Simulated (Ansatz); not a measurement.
# SiH4S: vertical ionisation energy

One table from this session's results is given with a row withheld; the runs are named, their logs left out.

Method: unrestricted cation, the program's frozen cores in correlated methods; program: Ansatz 0.2.0, Gaussian basis.

Plan: UKS PBE-D4/def2-TZVPP; UKS r2SCAN-D4/def2-TZVPP; UKS PBE0-D4/def2-TZVPP; UKS B3LYP-D4/def2-TZVPP; UKS wB97X-V/def2-TZVPP; UKS wB97M-V/def2-TZVPP; UKS B2PLYP/def2-TZVPP; UHF-CCSD(T)/def2-TZVPP; UHF-MP2/def2-QZVPP; extrapolation to the limit; then −ε(HOMO) from the neutral's earlier runs with LDA (SPW92), PBE-D4, revPBE-D4, BLYP-D4, r2SCAN-D4, B97M-V, PBE0-D4, B3LYP-D4, r2SCANh-D4, r2SCAN0-D4, HSE06-D4, BHLYP-D4, CAM-B3LYP-D4, LC-ωPBE, ωB97X-V, ωB97M-V.

2 further runs of the same task are left out: 2 that didn't finish.

## Structure used throughout

The geometry comes from an earlier relaxation with PBE0-D4 in a triple-zeta def2 set; it is a stationary point.

SMILES `[SiH3]S`, 6 atoms, charge 0, spin multiplicity 1.

Atoms are counted from 1 here; the program's logs count them from 0.

Bond lengths: Si1–S2 2.137 Å, Si1–H3 1.485 Å, Si1–H4 1.482 Å, Si1–H5 1.485 Å, S2–H6 1.344 Å. Angles: S2–Si1–H3 111.6°, S2–Si1–H4 104.8°, S2–Si1–H5 111.6°, H3–Si1–H4 110.0°, H3–Si1–H5 108.8°, H4–Si1–H5 110.0°, Si1–S2–H6 94.7°.

The first run:

Contents of in.yaml:

```yaml
crystal:
  periodic: [false, false, false]
  atoms:
    - {symbol: Si, position_ang: [-0.169831, -0.263412, -0.436043]}
    - {symbol: S, position_ang: [0.907337, -0.012564, 1.392833]}
    - {symbol: H, position_ang: [-1.629769, -0.074275, -0.241589]}
    - {symbol: H, position_ang: [0.108639, -1.658316, -0.852549]}
    - {symbol: H, position_ang: [0.299768, 0.681223, -1.481077]}
    - {symbol: H, position_ang: [0.526056, 1.263344, 1.572324]}
basis:
  gaussian: {orbitals: def2-TZVPP}
total_charge: 1
magnetization: {spin_polarized: true, initial_magnetization: 1}
hamiltonian: {xc: pbe, dispersion: d4}
```

Among the steps run: Cation, UKS PBE-D4/def2-TZVPP; Cation, UKS r2SCAN-D4/def2-TZVPP; Cation, UKS PBE0-D4/def2-TZVPP; Cation, UKS B3LYP-D4/def2-TZVPP; Cation, UKS wB97X-V/def2-TZVPP; Cation, UKS wB97M-V/def2-TZVPP; Cation, UKS B2PLYP (frozen core)/def2-TZVPP; Cation, UHF-CCSD(T)/def2-TZVPP; Cation, UHF-MP2/def2-QZVPP.

One of the session's tables, all rows but one given; the rest of the session is left out.

Orbital estimates, from the neutral's runs:

| functional | −ε(HOMO) (eV) |
| --- | --- |
| LDA (SPW92) | 6.37 |
| PBE-D4 | 6.29 |
| revPBE-D4 | 6.25 |
| BLYP-D4 | 6.12 |
| r2SCAN-D4 | 6.57 |
| B97M-V | 6.70 |
| PBE0-D4 | 7.52 |
| B3LYP-D4 | 7.27 |
| r2SCANh-D4 | 7.02 |
| r2SCAN0-D4 | 7.70 |
| HSE06-D4 | 7.11 |
| BHLYP-D4 | 8.60 |
| CAM-B3LYP-D4 | 8.83 |
| LC-ωPBE | ? |
| ωB97X-V | 9.88 |
| ωB97M-V | 9.71 |

Q: Estimate the row for LC-ωPBE from the others.

As computed: −ε(HOMO) (eV): 10.25. In the column «−ε(HOMO) (eV)» it is the highest.

To keep in mind: The cation may have settled in a state other than its lowest; no search over hole states beyond the program's own was made.
